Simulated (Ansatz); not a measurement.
System: pyrite PtSb2. Method: HSE06 (PAW; Ansatz, an electronic-structure program).

Numerical settings: plane-wave cutoff 460 eV, 4×4×4 k mesh, Fermi–Dirac smearing 0.01 eV, scalar-relativistic PAW data made under PBE.

Cell (relaxed at this level):

```cif
data_Pt4Sb8
_chemical_formula_sum 'Sb8 Pt4'
_space_group_name_H-M_alt 'Pa-3'
_space_group_IT_number 205
_space_group_name_Hall '-P 2ac 2ab 3'
_cell_length_a 6.46472
_cell_length_b 6.46472
_cell_length_c 6.46472
_cell_angle_alpha 90.000
_cell_angle_beta 90.000
_cell_angle_gamma 90.000
loop_
_atom_site_label
_atom_site_type_symbol
_atom_site_symmetry_multiplicity
_atom_site_Wyckoff_symbol
_atom_site_fract_x
_atom_site_fract_y
_atom_site_fract_z
_atom_site_occupancy
Sb1 Sb 8 c 0.37562 0.37562 0.37562 1
Pt1 Pt 4 a 0.00000 0.00000 0.00000 1
```

Task: Estimate the band gap, smallest direct gap on the k points sampled and direct gap at Γ that the calculation returns.

Result: 
* **band gap**: 0.12 eV (on the SCF k mesh)
* **smallest direct gap on the k points sampled**: 0.45 eV
* **direct gap at Γ**: 0.75 eV

Spin–orbit coupling is not included; it can close the smallest gap of 0.12 eV.
